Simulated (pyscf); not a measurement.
Thermochemistry of product channels of F–W(F)(F)–F [triplet] + NH [triplet] on the triplet surface, in kcal/mol, from ωB97M-D3(BJ)/def2-TZVP energies (ideal gas, 1 atm, RRHO with modes under 100 cm⁻¹ raised to 100, one conformer, R ln 2 for chiral ones without a mode under 150 cm⁻¹). Structures and frequencies: ωB97X-D3(BJ)/def2-SVP in PySCF.

```
products                         ΔE  ΔH(298 K)  ΔG(298 K)  ΔG(1200 K)
-------------------------------  --  ---------  ---------  ----------
[N=W(F)(F)(F)–F]• + H atom (H•)   …       -9.3       -4.6        +7.8
[HN=W(F)(F)–F]• + F atom (F•)     …       -9.2       -6.5        +1.5
```

Fill in the missing entries.


- [N=W(F)(F)(F)–F]• + H atom (H•), ΔE: -6.9
- [HN=W(F)(F)–F]• + F atom (F•), ΔE: -11.8

The channel to [N=W(F)(F)(F)–F]• + H• turns unfavourable between 298 and 1200 K (ΔG from -4.6 kcal/mol to +7.8 kcal/mol).

These are energies of the channels, which say nothing of barriers. F–W(F)(F)–F [triplet] is an excited spin state, 11.1 kcal/mol over the singlet at ωB97X-D3(BJ)/def2-TZVP. Left out: orbital degeneracy and the spin-orbit lowering of F. Open-shell species with a d-block atom are single-reference here; other states, and whether the spin sits on metal or ligand, were not checked. Elements past Kr carry the def2 core potentials, without spin-orbit coupling.
